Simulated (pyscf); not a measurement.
A first-order saddle from PySCF, ωB97X-D3(BJ)/def2-SVP:

```xyz
8

F      0.6741    -0.2226     0.5229
Nb    -1.2392     0.1519    -0.1837
F     -1.1981    -1.6363    -0.6674
F     -2.5423     0.5940    -1.3819
F     -2.1213    -0.1739     1.3816
F     -0.8484     1.9075     0.2625
Cl     0.5988     0.4437    -1.9783
H      1.0528     0.0314    -0.5817
```

Surface: singlet, charge 0. Lowest wavenumbers (cm⁻¹): 687i, 65, 130, 145, 199.

Task: Which two sides does it connect, and which bonds change?

Result: F–Nb(F)(F)(F)–F + HCl ⇌ HF + F–Nb(F)(F)(F)–Cl, a four-centre exchange read from left to right: F–Nb, Cl–H broken and F–H, Cl–Nb formed. At ωB97M-D3(BJ)/def2-TZVP it lies +34.5 kJ/mol from the left side and +3.2 kJ/mol from the right (each side as separated species at their lowest minima found). On the reactant side the descent ends in an adduct with a Cl–Nb contact, 35.2 kJ/mol under the separated species and 54.4 kJ/mol under the saddle at ωB97X-D3(BJ)/def2-TZVP. On the product side the descent ends in an adduct with a F–Nb contact, 37.4 kJ/mol under the separated species and 38.7 kJ/mol under the saddle at ωB97X-D3(BJ)/def2-TZVP. What is counted as formed (Cl–Nb) is already present as a longer contact in the reactant adduct; forming that adduct is a step of its own. What is counted as broken (F–Nb) persists as a longer contact in the product adduct; parting that adduct is a step of its own. At ωB97X-D3(BJ) the barrier from the zero used here is 19.2 kJ/mol. This is the saddle that the search found; another between the same sides may lie lower. Elements past Kr carry the def2 core potentials, without spin-orbit coupling.
